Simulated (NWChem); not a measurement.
# C2H2S (SMILES C#CS): levels of theory compared

Wanted: a comparison of 6 runs (B3LYP/def2-SVPD, BHLYP/def2-SVPD, M06-L/def2-SVPD, PBE0/def2-SVPD, TPSS/def2-SVPD, revPBE/def2-SVPD) of C2H2S. 

Program for the calculation: NWChem 7.3.0.

**1. The structure to begin with**

C2H2S has 5 atoms, charge 0, and is taken as a singlet. As SMILES, `C#CS`. The shape is that of a PBE0-D4/def2-TZVP optimisation.

Bond lengths: C1–C2 1.204 Å, C2–S3 1.679 Å, C1–H4 1.064 Å, S3–H5 1.346 Å. Angles: C1–C2–S3 175.2°, C2–C1–H4 179.3°, C2–S3–H5 96.7°.

**2. Energy and gradient at B3LYP/def2-SVPD (run 1)**

c2h2s.xyz

```xyz
5
C2H2S B3LYP
C     -1.196800    -0.342000     0.001900
C      0.000700    -0.223700     0.026100
S      1.678900    -0.197600     0.083400
H     -2.256800    -0.433400    -0.021800
H      1.823900     1.123100    -0.131000
```

run.py

```python
from ase.io import read
from ase.calculators.nwchem import NWChem

atoms = read('c2h2s.xyz')

calc = NWChem(
    label='c2h2s',
    theory='dft',
    memory='2200 mb',
    basis='def2-SVPD',
    basispar='spherical bse',
    dft={'xc': 'b3lyp', 'mult': '1', 'grid': 'xfine', 'convergence': 'energy 1e-08', 'iterations': '100', 'mulliken': None, 'print': 'low'},
)
atoms.calc = calc

forces = atoms.get_forces()
print("Total energy (eV):", round(atoms.get_potential_energy(), 6))
print("forces (eV/A):")
for s, f in zip(atoms.symbols, forces):
    print(f"{s:2s} {f[0]:10.5f} {f[1]:10.5f} {f[2]:10.5f}")
```

Run with:

```
$ export ASE_NWCHEM_COMMAND="nwchem PREFIX.nwi > PREFIX.nwo"
$ python run.py
```

Standard output:

```text
Total energy (eV): -12935.38034
forces (eV/A):
C    -0.92868   -0.07806   -0.02124
C     0.57130    0.05096    0.01270
S     0.57253   -0.21206    0.05620
H    -0.30735   -0.03430   -0.00555
H     0.09220    0.27346   -0.04211
```

The calculator wrote c2h2s.nwi:

```
title "c2h2s"

permanent_dir c2h2s

scratch_dir c2h2s

start c2h2s

geometry units angstrom nocenter noautosym noautoz
  C  -1.1968000000000001e+00 -3.4200000000000003e-01 1.9000000000000000e-03
  C  6.9999999999999999e-04 -2.2370000000000001e-01 2.6100000000000002e-02
  S  1.6789000000000001e+00 -1.9760000000000000e-01 8.3400000000000002e-02
  H  -2.2568000000000001e+00 -4.3340000000000001e-01 -2.1800000000000000e-02
  H  1.8239000000000001e+00 1.1231000000000000e+00 -1.3100000000000001e-01
end

memory 2200 mb

basis spherical bse noprint
   * library def2-SVPD
end

dft
  xc b3lyp
  mult 1
  grid xfine
  convergence energy 1e-08
  iterations 100
  mulliken
  print low
end

task dft gradient
```

c2h2s.nwo:

```text
Northwest Computational Chemistry Package (NWChem) 7.3.0
             --------------------------------------------------------

           Job information
           ---------------

    nwchem branch   = 7.3.0
    use scalapack   = T
    input           = c2h2s.nwi
    prefix          = c2h2s.
    data base       = c2h2s/c2h2s.db
    status          = startup
    nproc           =        1

           Memory information
           ------------------

[... 5 lines left out ...]
    hardfail = no
[... 38 lines left out ...]
            Nuclear Dipole moment (a.u.)
[... 77 lines left out ...]
         Total DFT energy =     -475.366463455338
[... 1 line left out ...]
           Coulomb energy =      292.037352955575
[... 1 line left out ...]
 Nuclear repulsion energy =       78.999387298033
[... 29 lines left out ...]
                         DFT ENERGY GRADIENTS

    atom               coordinates                        gradient
                 x          y          z           x          y          z
   1 C      -2.261624  -0.646286   0.003590    0.018060   0.001518   0.000413
   2 C       0.001323  -0.422732   0.049322   -0.011110  -0.000991  -0.000247
   3 S       3.172661  -0.373410   0.157603   -0.011134   0.004124  -0.001093
   4 H      -4.264734  -0.819007  -0.041196    0.005977   0.000667   0.000108
   5 H       3.446671   2.122351  -0.247554   -0.001793  -0.005318   0.000819

 Task  times  cpu:       32.2s     wall:       32.2s
 Total times  cpu:       32.2s     wall:       32.2s
```

Wall time 34 s (1 thread of Intel Xeon Platinum 8259CL at 2.50GHz (Skylake/Cascade Lake), shared host); peak memory 0.13 GiB.

**3. Energy and forces at BHLYP/def2-SVPD (run 2)**

sp.xyz

```xyz
5

C     -1.196800    -0.342000     0.001900
C      0.000700    -0.223700     0.026100
S      1.678900    -0.197600     0.083400
H     -2.256800    -0.433400    -0.021800
H      1.823900     1.123100    -0.131000
```

sp.nw

```
start sp
memory stack 880 mb heap 220 mb global 1100 mb
geometry noautosym nocenter noautoz
   load format xyz sp.xyz
end
basis spherical bse
   * library def2-SVPD
end
dft
   xc bhlyp
   grid xfine
   convergence energy 1e-08
   maxiter 100
   mulliken
end
task dft gradient
```

Run with:

```
$ nwchem sp.nw > sp.out
```

Standard output:

```text
[...]
          Wavefunction type:  closed shell.
          No. of atoms     :     5
          No. of electrons :    30
[...]
          Charge           :     0
          Spin multiplicity:     1
[...]
          AO basis - number of functions:    83
[...]
              XC Information
              --------------
                        BHLYP Method XC Functional
                     Hartree-Fock (Exact) Exchange  0.500
                        Slater Exchange Functional  0.500 local
                    Becke 1988 Exchange Functional  0.500 non-local
              Lee-Yang-Parr Correlation Functional  1.000
[...]
 d= 0,ls=0.0,diis     1   -475.2528542331 -5.54D+02  1.78D-02  2.63D-01     2.8
[...]
 d= 0,ls=0.0,diis    10   -475.2937651094 -8.42D-09  1.76D-06  1.27D-08    27.1
         Total DFT energy =     -475.293765109427
      One electron energy =     -809.154303210231
           Coulomb energy =      291.992003984451
    Exchange-Corr. energy =      -37.130853181681
 Nuclear repulsion energy =       78.999387298033
[...]
  wavefunction    = closed shell
                         DFT ENERGY GRADIENTS
    atom               coordinates                        gradient
                 x          y          z           x          y          z
   1 C      -2.261624  -0.646286   0.003590   -0.004245  -0.001028   0.000020
   2 C       0.001323  -0.422732   0.049322    0.012930   0.002056   0.000127
   3 S       3.172661  -0.373410   0.157603   -0.008618  -0.002597   0.000118
   4 H      -4.264734  -0.819007  -0.041196    0.000844   0.000210  -0.000005
   5 H       3.446671   2.122351  -0.247554   -0.000910   0.001359  -0.000259
[...]
```

Run time: 36 s. Hardware: 1 thread of Intel Xeon Platinum 8259CL at 2.50GHz (Skylake/Cascade Lake), shared host; peak memory 0.13 GiB.

Runs 3 to 5 aren't shown in full; the table further down has their settings and results.

**4. Energy and forces at revPBE/def2-SVPD (run 6)**

Edit c2h2s.xyz of step 2 so:

```diff
@@ -1,3 +1,3 @@
 5
-C2H2S B3LYP
+
 C     -1.196800    -0.342000     0.001900
```

Edit run.py of step 2 so:

```diff
@@ -11,3 +11,3 @@
     basispar='spherical bse',
-    dft={'xc': 'b3lyp', 'mult': '1', 'grid': 'xfine', 'convergence': 'energy 1e-08', 'iterations': '100', 'mulliken': None, 'print': 'low'},
+    dft={'xc': 'revpbe cpbe96', 'mult': '1', 'grid': 'xfine', 'convergence': 'energy 1e-08', 'iterations': '100', 'mulliken': None},
 )
@@ -20 +20,2 @@
     print(f"{s:2s} {f[0]:10.5f} {f[1]:10.5f} {f[2]:10.5f}")
+print("dipole (e A):", atoms.get_dipole_moment().round(4))
```

Run with:

```
$ export ASE_NWCHEM_COMMAND="nwchem PREFIX.nwi > PREFIX.nwo"
$ python run.py
```

Standard output:

```text
Total energy (eV): -12932.419109
forces (eV/A):
C    -2.03421   -0.19895   -0.04160
C     1.87598    0.20687    0.03450
S     0.63429   -0.48542    0.10398
H    -0.59223   -0.05975   -0.01178
H     0.11616    0.53721   -0.08510
dipole (e A): [-0.0193  0.1615 -0.0276]
```

The calculator wrote c2h2s.nwi:

```
title "c2h2s"

permanent_dir c2h2s

scratch_dir c2h2s

start c2h2s

geometry units angstrom nocenter noautosym noautoz
  C  -1.1968000000000001e+00 -3.4200000000000003e-01 1.9000000000000000e-03
  C  6.9999999999999999e-04 -2.2370000000000001e-01 2.6100000000000002e-02
  S  1.6789000000000001e+00 -1.9760000000000000e-01 8.3400000000000002e-02
  H  -2.2568000000000001e+00 -4.3340000000000001e-01 -2.1800000000000000e-02
  H  1.8239000000000001e+00 1.1231000000000000e+00 -1.3100000000000001e-01
end

memory 2200 mb

basis spherical bse noprint
   * library def2-SVPD
end

dft
  xc revpbe cpbe96
  mult 1
  grid xfine
  convergence energy 1e-08
  iterations 100
  mulliken
end

task dft gradient
```

c2h2s.nwo:

```text
Northwest Computational Chemistry Package (NWChem) 7.3.0
             --------------------------------------------------------

           Job information
           ---------------

    nwchem branch   = 7.3.0
    use scalapack   = T
    input           = c2h2s.nwi
    prefix          = c2h2s.
    data base       = c2h2s/c2h2s.db
    status          = startup
    nproc           =        1

           Memory information
           ------------------

[... 5 lines left out ...]
    hardfail = no
[... 96 lines left out ...]
  convergence criterion.
[... 39 lines left out ...]
          Spatial weights used:  Erf1
[... 32 lines left out ...]
 1-e energy   =    -807.149781
[... 49 lines left out ...]
           Coulomb energy =      292.033423710261
[... 661 lines left out ...]
          Convergence on density requested:  1.00D-05
[... 25 lines left out ...]
          total energy or number of iterations.
[... 36 lines left out ...]
                 ----------------------------------------
                 |  Time  |  1-e(secs)   |  2-e(secs)   |
                 ----------------------------------------
                 |  CPU   |       0.01   |       3.26   |
                 ----------------------------------------
                 |  WALL  |       0.01   |       3.26   |
                 ----------------------------------------

 Task  times  cpu:       41.2s     wall:       41.2s
 Total times  cpu:       41.2s     wall:       41.2s
```

Wall time 44 s (1 thread of Intel Xeon Platinum 8259CL at 2.50GHz (Skylake/Cascade Lake), shared host); peak memory 0.13 GiB.

**5. Overview of the runs**

```tsv
run	level	energy (Eh)	largest force (eV/Å)	wall time
1	B3LYP/def2-SVPD	-475.366463	0.932	34 s
2	BHLYP/def2-SVPD	-475.293765	0.673	36 s
3	M06-L/def2-SVPD	-475.337617	1.210	87 s
4	PBE0/def2-SVPD	-475.110181	0.779	46 s
5	TPSS/def2-SVPD	-475.386589	1.559	54 s
6	revPBE/def2-SVPD	-475.257640	2.044	44 s
```

**6. Outcome**

| quantity | value |
| --- | --- |
| run 6: total energy | -475.25764 Eh |
| run 6: dipole moment | 0.79 D |
| run 6: HOMO energy | -5.82 eV |
| run 6: LUMO energy | -1.23 eV |
| run 6: HOMO–LUMO gap | 4.59 eV |
| run 6: largest force on an atom | 2.044 eV/Å |

Over runs 2, 3, 4, 5, 6 the dipole moment (its size) runs from 0.79 D (revPBE/def2-SVPD) to 0.86 D (M06-L/def2-SVPD). Over runs 2, 3, 4, 5, 6 the HOMO–LUMO gap runs from 4.59 eV (revPBE/def2-SVPD) to 8.50 eV (BHLYP/def2-SVPD). Totals of different functionals can't be ranked against each other. All runs together took 5 min, the longest 87 s.
